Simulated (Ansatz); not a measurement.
Mulliken charges of `NCOC=O` from ωB97M-V/def2-TZVPP in Ansatz (PBE0-D4/def2-TZVP geometry).

```json
{"atom": "N1", "x (Å)": "-1.541", "y (Å)": "0.882", "z (Å)": "0.181", "charge (e)": "-0.276"}
{"atom": "C2", "x (Å)": "-0.602", "y (Å)": "-0.164", "z (Å)": "0.153", "charge (e)": "0.015"}
{"atom": "O3", "x (Å)": "0.728", "y (Å)": "0.330", "z (Å)": "-0.207", "charge (e)": "-0.248"}
{"atom": "C4", "x (Å)": "1.687", "y (Å)": "-0.585", "z (Å)": "-0.257", "charge (e)": "0.225"}
{"atom": "O5", "x (Å)": "1.554", "y (Å)": "-1.755", "z (Å)": "-0.036", "charge (e)": "-0.323"}
{"atom": "H6", "x (Å)": "-1.323", "y (Å)": "1.583", "z (Å)": "0.875", "charge (e)": "0.116"}
{"atom": "H7", "x (Å)": "-1.658", "y (Å)": "1.325", "z (Å)": "-0.719", "charge (e)": "0.116"}
{"atom": "H8", "x (Å)": "-0.880", "y (Å)": "-0.918", "z (Å)": "-0.583", "charge (e)": "0.135"}
{"atom": "H9", "x (Å)": "-0.520", "y (Å)": "-0.641", "z (Å)": "1.131", "charge (e)": "0.135"}
{"atom": "H10", "x (Å)": "2.639", "y (Å)": "-0.108", "z (Å)": "-0.535", "charge (e)": "0.104"}
```

Q: By hand: the dipole of these point charges (1 e Å = 4.8032 D).

A: Σ q r = (-0.147, 0.223, -0.006) e Å, of length 0.267 e Å = 1.28 D.

Q: How does the dipole of the full density compare? (Best estimate.)

A: Computed: (-0.097, 0.530, -0.067) e Å, 2.61 D; the point charges give 0.49 times that, at 24° from its direction.

Point charges leave out the atoms' own dipoles, such as those of lone pairs, and Mulliken's split depends on the basis, so the two needn't agree.
